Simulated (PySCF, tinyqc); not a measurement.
Worked calculation: CCSD on RHF in the sto-3g basis, for HF, spin multiplicity 1. The lowest restricted solution is unstable here: a spin-polarised one lies 0.0010 hartree lower (PySCF). One step of it, computed by the program tinyqc.

Task: CCSD: starting amplitudes. t_ij^ab = <ij||ab> / (e_i + e_j - e_a - e_b), whose energy is MP2.

orbital energies (hartree): MO1 -25.925895, MO2 -1.414921, MO3 -0.487099, MO4 -0.463229, MO5 -0.463229, MO6 0.366995

Two-electron integrals over orbitals (pq|rs), unique and non-zero (hartree):
```
(11|11) 5.364392    (21|11) -0.521342   (21|21) 0.079876    (22|11) 1.232140
(22|21) -0.022646   (22|22) 0.871808    (31|11) 0.102289    (31|21) -0.015130
(31|22) 0.006719    (31|31) 0.017529    (32|11) -0.120563   (32|21) 0.005176
(32|22) -0.044985   (32|31) 0.020554    (32|32) 0.136084    (33|11) 0.891513
(33|21) -0.008582   (33|22) 0.694573    (33|31) -0.002204   (33|32) -0.015520
(33|33) 0.679611    (41|41) 0.029538    (42|41) 0.040073    (42|42) 0.189091
(43|41) -0.007154   (43|42) -0.028511   (43|43) 0.035767    (44|11) 1.264025
(44|21) -0.015065   (44|22) 0.894439    (44|31) 0.003016    (44|32) -0.066582
(44|33) 0.681275    (44|44) 0.997514    (51|51) 0.029538    (52|51) 0.040073
(52|52) 0.189091    (53|51) -0.007154   (53|52) -0.028511   (53|53) 0.035767
(54|54) 0.053770    (55|11) 1.264025    (55|21) -0.015065   (55|22) 0.894439
(55|31) 0.003016    (55|32) -0.066582   (55|33) 0.681275    (55|44) 0.889973
(55|55) 0.997514    (61|11) 0.108227    (61|21) -0.017305   (61|22) 0.002656
(61|31) -0.012185   (61|32) -0.023317   (61|33) 0.005898    (61|44) 0.003147
(61|55) 0.003147    (61|61) 0.020067    (62|11) -0.157444   (62|21) 0.004135
(62|22) -0.087069   (62|31) -0.019941   (62|32) -0.075659   (62|33) -0.022482
(62|44) -0.086070   (62|55) -0.086070   (62|61) 0.018824    (62|62) 0.091558
(63|11) -0.418774   (63|21) 0.007027    (63|22) -0.234286   (63|31) 0.001469
(63|32) 0.081118    (63|33) -0.094497   (63|44) -0.244168   (63|55) -0.244168
(63|61) -0.004869   (63|62) 0.037437    (63|63) 0.229616    (64|41) -0.007085
(64|42) -0.028923   (64|43) -0.022016   (64|64) 0.029157    (65|51) -0.007085
(65|52) -0.028923   (65|53) -0.022016   (65|65) 0.029157    (66|11) 0.840935
(66|21) -0.008964   (66|22) 0.640867    (66|31) 0.010386    (66|32) 0.046778
(66|33) 0.649367    (66|44) 0.624850    (66|55) 0.624850    (66|61) -0.007351
(66|62) -0.054175   (66|63) -0.025590   (66|66) 0.676459
```

Give: Starting amplitudes; correlation energy.

Result:

Starting amplitudes (spin orbitals 1a, 1b, ...; amplitudes related by a flip of all spins are not repeated):
```
from      to          t
3a 3b  6a 6b     -0.134
2a 2b  6a 6b     -0.026
5a 5b  6a 6b     -0.018
4a 4b  6a 6b     -0.018
2a 3b  6a 6b     -0.014
1a 2b  6a 6b  -6.70e-04
1a 1b  6a 6b  -3.82e-04
1a 3b  6a 6b   1.79e-04
```

correlation energy = -0.03534 hartree
